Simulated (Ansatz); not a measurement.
BH4⁺, triplet: reading a ladder of total energies

Geometry: a point of a breathe scan, not a stationary point.

```xyz
5

B     0.0000    0.0000    0.0000
H     0.7082    0.7290    1.5849
H    -0.7282   -0.7059    1.5863
H    -0.7074    0.7066   -1.5954
H     0.7274   -0.7297   -1.5759
```

Basis cc-pVDZ; Ansatz 0.2.0. Only valence electrons are correlated (noble-gas cores frozen), which leaves 6 electrons in 33 orbitals. R marks a restricted (for open shells ROHF) determinant.

Full CI is exact within this basis and frozen core; it isn't the basis-set limit.

Runs differ by some tens of microhartree through their thresholds and, for an open shell, their frozen cores, so steps under 0.03 kcal/mol mean nothing.

```json
{"level": "RHF", "total energy (hartree)": "-26.256602"}
{"level": "RMP2", "total energy (hartree)": "-26.362807"}
{"level": "RCCSD*", "total energy (hartree)": "-26.400256"}
{"level": "RCCSD(T)*", "total energy (hartree)": "-26.406692"}
{"level": "RCCSDT", "total energy (hartree)": "-26.409633"}
{"level": "RCCSDT(Q)", "total energy (hartree)": "-26.409864"}
{"level": "full CI", "total energy (hartree)": "-26.409928"}
```

Problem. What is the correlation energy at full CI, and what share of it do RMP2 and RCCSD(T) recover?

Solution. E(corr) = -26.409928 − (-26.256602) = -0.153326 hartree = -4.172 eV. RMP2: -0.106205 / -0.153326 = 69.27 %. RCCSD(T): -0.150090 / -0.153326 = 97.89 %.

Problem. By how many kcal/mol does RCCSD(T) miss full CI (1 hartree = 627.509 kcal/mol), and which steps make up the rest?

Solution. -26.406692 − (-26.409928) = 0.003236 hartree = 2.03 kcal/mol. Steps: RCCSDT − RCCSD(T) = -1.85, RCCSDT(Q) − RCCSDT = -0.14, full CI − RCCSDT(Q) = -0.04 kcal/mol. Differences between like states or geometries often cancel part of this.

An asterisk marks runs whose energy the program itself flagged as in doubt.
